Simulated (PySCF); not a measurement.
# C2H4O3S: the cost of one run

Computed with PySCF 2.14.0, with density-fitted response routines of our own, on a single molecule in the gas phase. Atoms are numbered from 0 throughout.

### 1 The starting structure

10 atoms, charge 0, multiplicity 1; geometry from: MMFF94s. The atoms were then displaced at random by about 0.03 Å, so the start is not that level's minimum.

Bonds of the start (Å): C0–C1 1.35, C1–S2 1.77, S2–O3 1.43, S2–O4 1.43, S2–O5 1.61, C0–H6 1.12, C0–H7 1.10, C1–H8 1.14, O5–H9 0.95.

### 2 Relaxing the molecule at PBE0-D3(BJ)/def2-SVP

What the job is given:

```
{"job": {"xc": "PBE0", "basis": "def2-SVP", "d3": "d3bj", "grid": 1, "shake": 0.03, "kind": "geom"}, "charge": 0, "multiplicity": 1}
C      1.573560     0.438030    -0.306890
C      0.710250    -0.138570     0.551940
S     -0.915840    -0.664630     0.084630
O     -0.806730    -1.021080    -1.297660
O     -1.399420    -1.535850     1.110500
O     -1.652720     0.761640     0.195400
H      1.221470     0.709330    -1.337740
H      2.550520     0.864360    -0.046720
H      1.035860    -0.313750     1.629820
H     -2.192300     0.823760    -0.578860
```

Started as:

```console
$ OMP_NUM_THREADS=1 python probes_run.py task.json out
```

The driver reads the jobs from task.json and runs them one after another.

**Question.** How long does this first job take on 1 thread of Arm Neoverse V1, shared host, and how much memory does it need?

About 55 s, with a peak of 0.44 GiB.
